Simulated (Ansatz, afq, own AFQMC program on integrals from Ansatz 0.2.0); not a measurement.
## GeHO, quartet: AFQMC among the cluster methods

```xyz
3

Ge    0.0000    0.0286    0.3172
O     0.0000   -0.2074   -1.5228
H     0.0000    1.2345    1.3110
```

Connectivity, by distances: GeH–O.

Basis cc-pVDZ. Noble-gas cores (and the filled d shells of Ga–Kr and In–Xe) are frozen. Integrals, coupled cluster, full CI and functionals: Ansatz 0.2.0; the random walks run on the same integrals in our own AFQMC program. ph-AFQMC/CISD is guided by a CISD state made of CCSD amplitudes; releasing the constraint for a short imaginary time cuts its bias at the price of noise, slowly where states lie close. Free projection: walkers drawn from exp(T), propagated without any constraint. Its projection time is finite, and what remains of the start isn't in its error. Uncertainties: one standard error, sampling alone. No spin–orbit coupling.

Determinant: UHF, the one that the program's search chose, which needn't be the lowest solution. The geometry is a point of a scan.

No full CI on the walks' own integrals is used here; CCSDT(Q) serves as the reference and is uncertain by about the last step of the cluster series.

Cautions: no relativity below Rb; no spin-orbit coupling; inner d shell frozen; lower spins were not checked.

The T1 diagnostic is 0.0219 and the weight of the determinant in the CISD state is 0.901. The ⟨S²⟩ of the determinant is 3.769 and the size of the correlated space is 11 electrons in 31 orbitals.

Question: Estimate: order these by the size of their error in total energy against CCSDT(Q), smallest first.
A. CCSD
B. CCSD(T)
C. MP2
D. free-projection AFQMC

Answer: D (1.2 ± 1.2 kJ/mol), B (4.9 kJ/mol), A (19.2 kJ/mol), C (89.3 kJ/mol).

Reference: CCSDT(Q), correlation energy -6.377 eV.

Free projections are given only where their last times agree within the noise and don't stop above the reference; a slow remainder of the start can still hide under it. A walk keeps the symmetry of its determinant, which the program's search chose and which needn't be the lowest solution, so a lower state of the same spin and another symmetry isn't excluded.
